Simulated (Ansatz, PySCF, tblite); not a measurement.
## How well does each level of theory give the bulk modulus of 3C-SiC?

Reference value: 229 GPa (measured, 0 K value with the zero-point phonon effect removed; as tabulated in Mejia-Rodriguez and Trickey (2018), arXiv:1807.09216).

```json
[
 {"level (code)": "GFN1-xTB (tblite)", "value (GPa)": "205", "cell (Å³/atom)": "11.27"},
 {"level (code)": "LDA (Ansatz)", "value (GPa)": "230", "cell (Å³/atom)": "10.14"},
 {"level (code)": "PBE (Ansatz)", "value (GPa)": "(withheld)", "cell (Å³/atom)": "10.50"},
 {"level (code)": "r²SCAN (Ansatz)", "value (GPa)": "227", "cell (Å³/atom)": "10.33"},
 {"level (code)": "PBE0 (Ansatz)", "value (GPa)": "233", "cell (Å³/atom)": "10.27"},
 {"level (code)": "MP2 (PySCF)", "value (GPa)": "233 ± 7", "cell (Å³/atom)": "10.26"},
 {"level (code)": "CCSD (PySCF)", "value (GPa)": "232 ± 7", "cell (Å³/atom)": "10.28"}
]
```

Complete the blanks.


- PBE (Ansatz, an electronic-structure program), value (GPa): 213

Errors against the reference: GFN1-xTB -10.5 %, LDA +0.4 %, PBE -7.0 %, r²SCAN -0.9 %, PBE0 +1.7 %, MP2 +1.7 %, CCSD +1.3 %.

Once the reference is moved by up to 1.7 % (a margin picked here for doubts on the reference and the settings) and values within 1.7 % count as equal, the nearest can be LDA (+0.4 %), r²SCAN (-0.9 %), CCSD (+1.3 %), PBE0 (+1.7 %) or MP2 (+1.7 %). Farthest off among them: GFN1-xTB (-10.5 %). Within 15 %: GFN1-xTB, LDA, PBE, r²SCAN, PBE0, MP2, CCSD.

A ± on a computed value is a rough bar: the spread of its extrapolation, a floor set from checks against published values, or a statistical error. GFN1-xTB: the method was fitted mainly to molecules. GFN1-xTB: the run uses a supercell at the zone centre in place of a k mesh. Each level is taken at its own relaxed cell. Cutoffs and k meshes differ between the levels. Ansatz's density-functional and Hartree–Fock values are scalar-relativistic unless marked +SOC, with PAW data made under PBE.

Differences are worked out from the printed values.
